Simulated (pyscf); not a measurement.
## Four-centre exchange: F–MoH(F)(F)(F)–F (SMILES [F][MoH]([F])([F])([F])[F]) + HO–SiH₃ (SMILES O[SiH3]) → F–Mo(F)(F)(F)(F)–O–SiH₃ (SMILES [F][Mo]([F])([F])([F])([F])[O][SiH3]) + H₂ (SMILES [H][H])

Gas phase, singlet surface, charge 0. Bonds broken: Mo2–H7, O8–H10. Bonds formed: Mo2–O8, H7–H10. Single points on ωB97X-D3(BJ)/def2-SVP structures (PySCF, gas phase).

Transition state (Å):

```xyz
13

F     -0.6753    -0.6017     1.4779
Mo    -1.7830     0.5011     0.5150
F     -2.2548    -1.0974    -0.2756
F     -2.3135     1.4781    -0.9294
F     -3.5615     0.4436     0.9375
F     -1.8231     1.4690     2.0997
H     -0.5090     0.0062    -0.7885
O     -0.2104     1.7657     0.3642
Si     0.6684     2.4934     1.6383
H     -0.0850     0.7714    -0.4493
H     -0.0696     3.6849     2.1185
H      0.9069     1.5056     2.7183
H      1.9529     2.8944     1.0065
```

One imaginary mode, 1291i cm⁻¹; descent along it reached the two sides named, in the forms told below.

| bond | change | reactant side (Å) | saddle | product side |
|---|---|---|---|---|
| Mo2–H7 | breaks | 1.642 | 1.889 | 4.6 |
| O8–H10 | breaks | 0.964 | 1.291 | 5.0 |
| Mo2–O8 | forms | 2.197 | 2.024 | 1.798 |
| H7–H10 | forms | 2.138 | 0.938 | 0.758 |

Electronic energies relative to the separated reactants (kcal/mol):

| level | barrier | reaction energy | reverse barrier |
|---|---|---|---|
| ωB97X-D3(BJ)/def2-TZVP | 16.1 | -28.8 | 44.9 |
| PBE/def2-TZVP | 11.6 | -29.6 | 41.2 |
| r²SCAN/def2-TZVP | 8.4 | -32.4 | 40.9 |
| B3LYP-D3(BJ)/def2-TZVP | 14.8 | -31.1 | 46.0 |
| PBE0-D3(BJ)/def2-TZVP | 13.5 | -27.6 | 41.1 |
| M06-2X/def2-TZVP | 16.9 | -25.5 | 42.4 |
| ωB97M-D3(BJ)/def2-TZVP | 18.9 | -24.9 | 43.8 |
| HF/def2-TZVP | 41.4 | -19.7 | 61.2 |

With ωB97M-D3(BJ)/def2-TZVP energies and thermal terms (ideal gas, 1 atm, RRHO with modes under 100 cm⁻¹ raised to 100, one conformer, R ln 2 for chiral ones without a mode under 150 cm⁻¹), in kcal/mol:

| T (K) | ΔH‡ | ΔG‡ | ΔH | ΔG |
|---|---|---|---|---|
| 298 | 17.5 | 31.0 | -28.0 | -24.4 |
| 600 | 17.9 | 44.6 | -26.4 | -21.5 |
| 900 | 18.5 | 57.9 | -25.4 | -19.3 |
| 1200 | 19.3 | 70.8 | -24.6 | -17.4 |

On the reactant side the descent ends in an adduct with a Mo–O contact, 14.1 kcal/mol under the separated species and 30.2 kcal/mol under the saddle at ωB97X-D3(BJ)/def2-TZVP. What is counted as formed (Mo–O) is already present as a longer contact in the reactant adduct; forming that adduct is a step of its own. At the saddle there is also a short H–Mo contact that neither side keeps. This is the saddle that the search found; another between the same sides may lie lower. Elements past Kr carry the def2 core potentials, without spin-orbit coupling.
